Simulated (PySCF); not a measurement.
Compound: phosphaethyne, CHP.
Geometry (GFN2-xTB, Å), atoms numbered from 1 in this order:
```xyz
3
CHP angstrom
C     -0.159    0.084   -0.003
P      1.382   -0.049   -0.011
H     -1.211    0.175    0.002
```

Method: PySCF 2.14.0, density-fitted response routines, TDDFT wB97X-D/def2-SVPD, vertical, gas phase, core orbitals frozen in the response.

Frontier orbitals with the atoms that hold most of them (Löwdin shares over 4%, at most four atoms):

```csv
orbital,ε (eV),atoms
LUMO+2,2.63,"C1 60%, P2 24%, H3 15%"
LUMO+1,0.41,"P2 56%, C1 40%, H3 4%"
LUMO,0.41,"P2 56%, C1 40%, H3 4%"
HOMO,-9.95,"C1 50%, P2 45%, H3 6%"
HOMO-1,-9.95,"C1 50%, P2 45%, H3 6%"
HOMO-2,-12.12,"P2 73%, C1 23%"
HOMO-3,-17.32,"C1 47%, H3 32%, P2 21%"
```

Within 0.005 eV of a neighbour in this list lie HOMO-1/HOMO and LUMO/LUMO+1 (point group found: C∞v).

**Question.** The HOMO–LUMO gap is 10.36 eV. Where does the response calculation put the lowest singlet, and from which orbitals?

**Answer.** S1 is at 4.40 eV (f = 0.0000), 5.96 eV below the gap, made of HOMO-1/HOMO→LUMO/LUMO+1 (100%). 

Next come S2 at 4.78 eV (f 0.0000), HOMO-1/HOMO→LUMO/LUMO+1 (99%); S3 at 4.78 eV (f 0.0000), HOMO-1/HOMO→LUMO/LUMO+1 (99%); S4 at 7.44 eV (f 0.017), HOMO-2→LUMO/LUMO+1 (≥93%); S5 at 7.44 eV (f 0.017), HOMO-2→LUMO/LUMO+1 (≥93%).

Orbitals of the list HOMO-3 to LUMO+2 that lie within 0.01 eV of each other are written together with a slash and their weights summed (≥ marks a lower bound); for degenerate orbitals outside that list single weights are arbitrary.
